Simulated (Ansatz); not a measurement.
A run on `CN(C)C=S` with other settings.

```yaml
crystal:
  periodic: [false, false, false]
  atoms:
    - {symbol: C, position_ang: [-1.237981, -0.379142, 0.374364]}
    - {symbol: N, position_ang: [0.036947, 0.134150, -0.058506]}
    - {symbol: C, position_ang: [1.170219, -0.736403, 0.127022]}
    - {symbol: C, position_ang: [0.170713, 1.342327, -0.609735]}
    - {symbol: S, position_ang: [-0.990953, 2.459548, -0.907906]}
    - {symbol: H, position_ang: [-1.994586, 0.385583, 0.205339]}
    - {symbol: H, position_ang: [-1.198593, -0.633608, 1.437658]}
    - {symbol: H, position_ang: [-1.494319, -1.280864, -0.190325]}
    - {symbol: H, position_ang: [1.301169, -0.978332, 1.186576]}
    - {symbol: H, position_ang: [2.074316, -0.248652, -0.235792]}
    - {symbol: H, position_ang: [1.030992, -1.673253, -0.422018]}
    - {symbol: H, position_ang: [1.209175, 1.553646, -0.872676]}
basis:
  gaussian: {orbitals: def2-SVPD, point_charges: [{charge: 0.50, position_ang: [5.732, 0.591, 0.013]}]}
magnetization: {spin_polarized: true, initial_magnetization: 2}
hamiltonian: {xc: {name: B2PLYP}}
scf: {lower_state_search: full}
output: {forces: true}
```

```sh
$ ansatz run in.yaml --threads 4 --pin off --events-out ev --progress --plain --max-ram 10444MiB
```

Output, abridged:

```
Functional definition: B2PLYP
1599 factors; integrals over basis functions are off by at most 9.7e-4 eV
mean field evaluation 1: about -15521.0054 eV, gradient 2.8e1 eV
mean field evaluation 2: about -15521.2221 eV, gradient 2.8e1 eV
mean field evaluation 4: about -15525.1250 eV, gradient 4.3e0 eV
mean field evaluation 8: about -15525.2198 eV, gradient 3.8e-1 eV
mean field evaluation 16: about -15525.2220 eV, gradient 1.4e-3 eV
mean field evaluation 32: about -15525.2220 eV, gradient 1.7e-6 eV
mean field -15525.22200081 eV, -570.5413851565 hartree, gradient 1.8e-6 eV, S^2 2.012797; 10 other end points of the search recorded, 0 dependent functions left out
9 core orbitals not correlated: weight in the atoms' cores, before any rotation towards them, 1.000 or more for the frozen orbitals, at most 0.000 for the correlated occupied ones
reference -15525.22217695 eV, -570.5413916295 hartree; 16, 14 occupied and 138, 140 virtual orbitals, 1599 factors
second order -24.07532279 eV of doubles, -0.00000000 eV of singles
Total energy: -15531.72251411 eV, -570.7802746138 hartree
Atom 0 at    -1.237981    -0.379142     0.374364 Å, force     0.455117     0.030687    -0.120506 eV/Å
Atom 1 at     0.036947     0.134150    -0.058506 Å, force    -0.601966    -2.549044     1.270113 eV/Å
Atom 2 at     1.170219    -0.736403     0.127022 Å, force    -0.444789     0.254625    -0.061774 eV/Å
Atom 3 at     0.170713     1.342327    -0.609735 Å, force     3.387727     0.187745    -0.631075 eV/Å
Atom 4 at    -0.990953     2.459548    -0.907906 Å, force    -2.232474     2.138123    -0.573892 eV/Å
Atom 5 at    -1.994586     0.385583     0.205339 Å, force    -0.315860     0.003424     0.071829 eV/Å
Atom 6 at    -1.198593    -0.633608     1.437658 Å, force    -0.176788    -0.072501     0.302939 eV/Å
Atom 7 at    -1.494319    -1.280864    -0.190325 Å, force    -0.253464    -0.241224    -0.100831 eV/Å
Atom 8 at     1.301169    -0.978332     1.186576 Å, force     0.094464    -0.112324     0.301198 eV/Å
Atom 9 at     2.074316    -0.248652    -0.235792 Å, force     0.182652     0.077878    -0.091294 eV/Å
Atom 10 at     1.030992    -1.673253    -0.422018 Å, force     0.056743    -0.281112    -0.136182 eV/Å
Atom 11 at     1.209175     1.553646    -0.872676 Å, force    -0.161653     0.554652    -0.233483 eV/Å
Dipole moment:     0.014387    -0.404823     0.149339 e Å
```

Run time 29 s (4 threads of an Intel Xeon 6975P-C on a shared host); peak host memory 0.98 GiB.
